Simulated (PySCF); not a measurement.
## Spin-rotation constants: `c1ccnnc1`, C4H4N2

Geometry:
```tsv
atom	x (Å)	y (Å)	z (Å)
C1	0.708	0.891	0.020
C2	-0.674	0.862	0.003
C3	-1.275	-0.395	-0.100
N4	-0.588	-1.530	-0.181
N5	0.727	-1.502	-0.165
C6	1.363	-0.340	-0.068
H7	1.271	1.824	0.097
H8	-1.277	1.771	0.066
H9	-2.364	-0.505	-0.119
H10	2.456	-0.404	-0.060
```

Computed, not measured: GIAO B3LYP/aug-pcSseg-1 magnetisability, rotational g tensor and spin-rotation constants, non-relativistic, gas phase in PySCF. Geometry: PBE0-D3(BJ)/def2-SVP.

Q: Give the nuclear spin-rotation constants along the inertial axes (H = +C I·J) beside the isotropic shieldings.

A: Rotational constants 6.2869, 6.0118, 3.0731 GHz. A star marks the isotopologue with that one atom substituted, in its own axes.
```csv
atom,isotope,Caa (kHz),Cbb (kHz),Ccc (kHz),mean (kHz),σ (ppm)
N4,14N,1.627,2.530,0.111,1.423,-216.6
N5,14N,1.627,2.530,0.111,1.423,-216.6
H7,1H,0.366,-0.338,-0.310,-0.094,24.2
H8,1H,0.365,-0.337,-0.310,-0.094,24.2
H9,1H,-0.686,0.861,-0.269,-0.031,22.0
H10,1H,-0.686,0.861,-0.269,-0.031,22.0
C1,13C*,3.227,2.063,0.334,1.874,49.0
C3,13C*,2.238,3.479,0.493,2.070,20.6
```
For the geometry as given, no vibrational averaging.

Q: How do the rotational constants and the g tensor change when H7, H8, H9, H10 are replaced by deuterium?

A: Constants 5.4238, 5.3002, 2.6806 GHz; g -0.1262, -0.0844, 0.0285, against -0.1001, -0.1389, 0.0332 before.
